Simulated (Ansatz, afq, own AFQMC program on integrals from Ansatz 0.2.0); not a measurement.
Integrals from Ansatz 0.2.0, then the random walk in our own AFQMC program (afq).

```yaml
crystal:
  periodic: [false, false, false]
  atoms:
    - {symbol: Ge, position_ang: [0.000000, 0.000000, 0.269193]}
    - {symbol: O, position_ang: [0.000000, 0.000000, -1.363087]}
    - {symbol: H, position_ang: [0.000000, 1.286605, 1.118308]}
    - {symbol: H, position_ang: [0.000000, -1.286605, 1.118308]}
basis:
  gaussian: {orbitals: cc-pVTZ}
total_charge: 1
magnetization: {spin_polarized: true, initial_magnetization: 1}
correlation: {method: ccsd_t, electrons: outside_noble_gas, hamiltonian_folder: ham}
```

```sh
$ ansatz run in.yaml --threads 1 --pin off --events-out ev --progress --plain --max-ram 16896MiB --backend cuda --devices 0, --max-vram 18GiB
```

Options of the walk:

```
--method phaseless --trial hf --walkers 600 --populations 10 --least-time 40 --time-step 0.005 --steps-per-block 20 --equilibration-blocks 112 --max-blocks 4000 --target-error 0.001 --factor-cut 1e-05 --start spin_pure --seed 2696 --taylor-order 6
```

Times are imaginary, in 1/Eh. The walk had a cap of 87 s. With eight or more populations the least sampling time is a fifth of least-time, and the error comes from their spread. Filled inner d shells are frozen with the cores.

afq prints:

```
orbitals 86  electrons 6 5  factors 567 of 612
reference energy -2151.10562900 Eh
CCSD correlation -0.30654536 Eh in 15 cycles, weight of the determinant in the CISD state 0.8820
energy of the start -2151.105940 Eh
 block  time / (1/Eh)  mean weight  energy / Eh
     1     0.100  1.0006  -2151.211533
     2     0.200  1.0028  -2151.267238
     3     0.300  1.0023  -2151.298857
     4     0.400  1.0026  -2151.329350
     5     0.500  1.0026  -2151.343592
     7     0.700  1.0010  -2151.373931
     9     0.900  1.0002  -2151.377459
    14     1.400  0.9999  -2151.397876
    40     4.000  1.0009  -2151.413523
    66     6.600  0.9992  -2151.425038
    92     9.200  0.9994  -2151.414699
   118    11.800  1.0006  -2151.427752
   144    14.400  0.9980  -2151.454486
   170    17.000  0.9983  -2151.430886
   196    19.600  0.9999  -2151.423946
   222    22.200  0.9994  -2151.413823
   248    24.800  0.9998  -2151.413964
   274    27.400  1.0012  -2151.426376
   300    30.000  1.0011  -2151.426416
   326    32.600  0.9995  -2151.420761
   352    35.200  1.0005  -2151.417538
   378    37.800  1.0011  -2151.422594
   404    40.400  0.9986  -2151.447199
   430    43.000  0.9991  -2151.429108
   456    45.600  1.0008  -2151.418809
   482    48.200  0.9998  -2151.426130
   508    50.800  1.0006  -2151.406329
   521    52.100  1.0006  -2151.425695
error from the spread of 10 populations
energy -2151.424990 +/- 0.000955 Eh
(rows thinned)
```

The run passed its tests (sampling time, drift between the halves within three errors, error under three times the target), which doesn't prove that it has relaxed.

Against this walk (error 26.0 meV) on the same determinant: CCSD(T) 68.6 meV higher, a separate phaseless walk with a CISD trial and standard settings 31.7 ± 27.0 meV higher (within the noise). The error is statistical and leaves out the bias of the constraint. None of these is a sure reference here.

Cautions: constraint bias not in the error; no relativity below Rb; no spin-orbit coupling; inner d shell frozen.

The walk took 47 s on 1 × NVIDIA H100 80GB HBM3 with 2 threads of AMD EPYC 7R13 Processor (Zen 3), on a shared host (the card was shared). The log's last line is the phaseless energy.

A walk keeps the symmetry of its determinant, which the program's search chose and which needn't be the lowest solution, so a lower state of the same spin and another symmetry isn't excluded.
